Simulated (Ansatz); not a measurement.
The input, for Ansatz 0.2.0:

```yaml
crystal:
  periodic: [false, false, false]
  atoms:
    - {symbol: Br, position_ang: [0.000000, 0.000000, 0.000000]}
    - {symbol: H, position_ang: [0.000000, 0.000000, 1.581000]}
basis:
  gaussian: {orbitals: def2-TZVP}
correlation: {active_space: {window: {electrons: 2, orbitals: 4}}}
scf: {lower_state_search: off}
```

```sh
$ ansatz run in.yaml --threads 1 --pin off --events-out ev --progress --plain --max-ram 2393MiB
```

Log:

```
these checks for a lower state are left out or cut short: stability, starts, cluster_reference, orbital_swaps, neighbouring_geometries, increment
377 factors; integrals over basis functions are off by at most 5.0e-4 eV
mean field evaluation 1: about -70014.1096 eV, gradient 9.9e0 eV
mean field evaluation 2: about -70014.1243 eV, gradient 1.0e1 eV
mean field evaluation 4: about -70014.5867 eV, gradient 1.2e0 eV
mean field evaluation 8: about -70014.5946 eV, gradient 7.3e-5 eV
mean field -70014.59461664 eV, -2572.9888945648 hartree, gradient 2.1e-6 eV, S^2 0.000000; 0 other end points of the search recorded, 0 dependent functions left out
reference -70014.59461664 eV, -2572.9888945648 hartree; 18, 18 occupied and 36, 36 virtual orbitals, 377 factors
state -70015.06024738 eV, -2573.0060061790 hartree
Total energy: -70015.06024738 eV, -2573.0060061790 hartree
Checks for a lower state left out: stability, starts, cluster_reference, orbital_swaps, neighbouring_geometries, increment
```

Natural occupations: 1.9794 0.0109 0.0060 0.0038.

Ran on 1 thread of Arm Neoverse V1, shared host: 1.2 s wall, 0.08 GiB peak host memory.
